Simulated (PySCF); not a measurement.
Ionisation energy of Be by level of theory

Be [He] 2s2 (1S) → Be⁺ [He] 2s1 (2S), as a difference of total energies. Computed with PySCF 2.14 in x2c-SVPall, with the spin-free X2C one-electron Hamiltonian (Gaussian nucleus). Correlated levels: valence: 1s2 frozen. The calculations carry no spin-orbit coupling.

```csv
method,ionisation energy (eV)
UHF,7.970
M06-L,8.755
TPSS,9.046
MP2 (valence),8.569
SCS-MP2 (valence),8.689
CCSD (valence),9.172
```

Errors of the correlated levels include the incompleteness of this basis and the frozen core.

With two correlated electrons CCSD is exact in that space.

The coupled-cluster amplitudes are large for Be (T1 above 0.03 or a double amplitude above 0.15), so a single reference is strained.

Question: Which method comes closest to the reference value, and which is furthest?

Answer: The reference is 9.323 eV (measured; NIST Atomic Spectra Database, ionization energies). Closest: CCSD (valence) (error -0.151 eV); furthest: UHF (error -1.353 eV).
